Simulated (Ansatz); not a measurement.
Ansatz (a first-principles code) input (B3LYP-D3(BJ)/def2-TZVP):

Ansatz 0.2 input:
```yaml
crystal:
  periodic: [false, false, false]
  atoms:
    - {symbol: Na, position_ang: [-0.00000000, -0.00000000, -1.52231061]}
    - {symbol: Cl, position_ang: [0.00000000, 0.00000000, 0.98502451]}
basis:
  gaussian:
    orbitals: def2-TZVP
hamiltonian:
  xc: b3lyp
  dispersion: d3bj
total_charge: -1
magnetization: {spin_polarized: true, initial_magnetization: 1}
phonons: {temperatures: {t_min: 298.15, t_max: 298.15, t_step: 100}}
```

Output:

```
Functional definition: B3LYP
integrals: 0.02 GiB planned
540 factors; their error is unknown
mean field: 0.21 GiB planned
mean field evaluation 1: about -16936.4857 eV, gradient 2.9e1 eV
mean field evaluation 2: about -16936.5460 eV, gradient 3.7e1 eV
mean field evaluation 4: about -16942.6613 eV, gradient 6.1e-1 eV
mean field evaluation 8: about -16942.6669 eV, gradient 1.6e-2 eV
mean field evaluation 16: about -16942.7189 eV, gradient 7.5e-6 eV
mean field -16942.71886723 eV, -622.6334341835 hartree, gradient 7.5e-6 eV, S^2 0.750110; 0 other end points of the search recorded, 0 dependent functions left out
the calculation of the forces begins
reference -16942.71905237 eV, -622.6334409870 hartree; 15, 14 occupied and 54, 55 virtual orbitals, 540 factors
these checks for a lower state are left out or cut short: stability, starts, cluster_reference, orbital_swaps, neighbouring_geometries, increment
integrals: 0.02 GiB planned
540 factors; their error is unknown
mean field: 0.21 GiB planned
mean field -16942.71886723 eV, -622.6334341836 hartree, gradient 5.5e-7 eV, S^2 0.750110; 0 other end points of the search recorded, 0 dependent functions left out
the calculation of the forces begins
reference -16942.71905237 eV, -622.6334409871 hartree; 15, 14 occupied and 54, 55 virtual orbitals, 540 factors
these checks for a lower state are left out or cut short: stability, starts, cluster_reference, orbital_swaps, neighbouring_geometries, increment
integrals: 0.02 GiB planned
540 factors; their error is unknown
mean field: 0.21 GiB planned
mean field -16942.71886723 eV, -622.6334341836 hartree, gradient 5.5e-7 eV, S^2 0.750110; 0 other end points of the search recorded, 0 dependent functions left out
the calculation of the forces begins
reference -16942.71905237 eV, -622.6334409871 hartree; 15, 14 occupied and 54, 55 virtual orbitals, 540 factors
these checks for a lower state are left out or cut short: stability, starts, cluster_reference, orbital_swaps, neighbouring_geometries, increment
integrals: 0.02 GiB planned
540 factors; their error is unknown
mean field: 0.21 GiB planned
mean field evaluation 32: about -16942.6671 eV, gradient 4.8e-2 eV
mean field -16942.71886723 eV, -622.6334341836 hartree, gradient 5.5e-7 eV, S^2 0.750110; 0 other end points of the search recorded, 0 dependent functions left out
the calculation of the forces begins
reference -16942.71905237 eV, -622.6334409871 hartree; 15, 14 occupied and 54, 55 virtual orbitals, 540 factors
these checks for a lower state are left out or cut short: stability, starts, cluster_reference, orbital_swaps, neighbouring_geometries, increment
integrals: 0.02 GiB planned
540 factors; their error is unknown
mean field: 0.21 GiB planned
mean field -16942.71886723 eV, -622.6334341836 hartree, gradient 5.5e-7 eV, S^2 0.750110; 0 other end points of the search recorded, 0 dependent functions left out
the calculation of the forces begins
reference -16942.71905237 eV, -622.6334409871 hartree; 15, 14 occupied and 54, 55 virtual orbitals, 540 factors
these checks for a lower state are left out or cut short: stability, starts, cluster_reference, orbital_swaps, neighbouring_geometries, increment
integrals: 0.02 GiB planned
540 factors; their error is unknown
mean field: 0.21 GiB planned
mean field -16942.71885213 eV, -622.6334336284 hartree, gradient 1.5e-6 eV, S^2 0.750110; 0 other end points of the search recorded, 0 dependent functions left out
the calculation of the forces begins
reference -16942.71903715 eV, -622.6334404278 hartree; 15, 14 occupied and 54, 55 virtual orbitals, 540 factors
these checks for a lower state are left out or cut short: stability, starts, cluster_reference, orbital_swaps, neighbouring_geometries, increment
integrals: 0.02 GiB planned
540 factors; their error is unknown
mean field: 0.21 GiB planned
mean field -16942.71885935 eV, -622.6334338939 hartree, gradient 2.5e-6 eV, S^2 0.750110; 0 other end points of the search recorded, 0 dependent functions left out
the calculation of the forces begins
reference -16942.71904460 eV, -622.6334407017 hartree; 15, 14 occupied and 54, 55 virtual orbitals, 540 factors
these checks for a lower state are left out or cut short: stability, starts, cluster_reference, orbital_swaps, neighbouring_geometries, increment
integrals: 0.02 GiB planned
540 factors; their error is unknown
mean field: 0.21 GiB planned
mean field evaluation 64: about -16942.7189 eV, gradient 1.3e-6 eV
mean field -16942.71886723 eV, -622.6334341836 hartree, gradient 5.5e-7 eV, S^2 0.750110; 0 other end points of the search recorded, 0 dependent functions left out
the calculation of the forces begins
reference -16942.71905237 eV, -622.6334409871 hartree; 15, 14 occupied and 54, 55 virtual orbitals, 540 factors
these checks for a lower state are left out or cut short: stability, starts, cluster_reference, orbital_swaps, neighbouring_geometries, increment
integrals: 0.02 GiB planned
540 factors; their error is unknown
mean field: 0.21 GiB planned
mean field -16942.71886723 eV, -622.6334341836 hartree, gradient 5.5e-7 eV, S^2 0.750110; 0 other end points of the search recorded, 0 dependent functions left out
the calculation of the forces begins
reference -16942.71905237 eV, -622.6334409871 hartree; 15, 14 occupied and 54, 55 virtual orbitals, 540 factors
these checks for a lower state are left out or cut short: stability, starts, cluster_reference, orbital_swaps, neighbouring_geometries, increment
integrals: 0.02 GiB planned
540 factors; their error is unknown
mean field: 0.21 GiB planned
mean field -16942.71886723 eV, -622.6334341836 hartree, gradient 5.5e-7 eV, S^2 0.750110; 0 other end points of the search recorded, 0 dependent functions left out
the calculation of the forces begins
reference -16942.71905237 eV, -622.6334409871 hartree; 15, 14 occupied and 54, 55 virtual orbitals, 540 factors
these checks for a lower state are left out or cut short: stability, starts, cluster_reference, orbital_swaps, neighbouring_geometries, increment
integrals: 0.02 GiB planned
540 factors; their error is unknown
mean field: 0.21 GiB planned
mean field -16942.71886723 eV, -622.6334341836 hartree, gradient 5.5e-7 eV, S^2 0.750110; 0 other end points of the search recorded, 0 dependent functions left out
the calculation of the forces begins
reference -16942.71905237 eV, -622.6334409871 hartree; 15, 14 occupied and 54, 55 virtual orbitals, 540 factors
these checks for a lower state are left out or cut short: stability, starts, cluster_reference, orbital_swaps, neighbouring_geometries, increment
integrals: 0.02 GiB planned
540 factors; their error is unknown
mean field: 0.21 GiB planned
mean field -16942.71885935 eV, -622.6334338939 hartree, gradient 2.5e-6 eV, S^2 0.750110; 0 other end points of the search recorded, 0 dependent functions left out
the calculation of the forces begins
reference -16942.71904460 eV, -622.6334407017 hartree; 15, 14 occupied and 54, 55 virtual orbitals, 540 factors
these checks for a lower state are left out or cut short: stability, starts, cluster_reference, orbital_swaps, neighbouring_geometries, increment
integrals: 0.02 GiB planned
540 factors; their error is unknown
mean field: 0.21 GiB planned
mean field evaluation 96: about -16942.7188 eV, gradient 2.5e-2 eV
mean field -16942.71885213 eV, -622.6334336284 hartree, gradient 1.5e-6 eV, S^2 0.750110; 0 other end points of the search recorded, 0 dependent functions left out
the calculation of the forces begins
reference -16942.71903715 eV, -622.6334404278 hartree; 15, 14 occupied and 54, 55 virtual orbitals, 540 factors
Total energy: -16942.76345256 eV, -622.6350726639 hartree
Atom 0 at    -0.000000    -0.000000    -1.522311 Å, force    -0.000000    -0.000000     0.000905 eV/Å
Atom 1 at     0.000000     0.000000     0.985025 Å, force    -0.000000     0.000000    -0.000905 eV/Å
Dipole moment:    -0.000000    -0.000000     0.689443 e Å
Vibrations: 267.79 cm⁻¹, zero-point energy 0.016601 eV
```
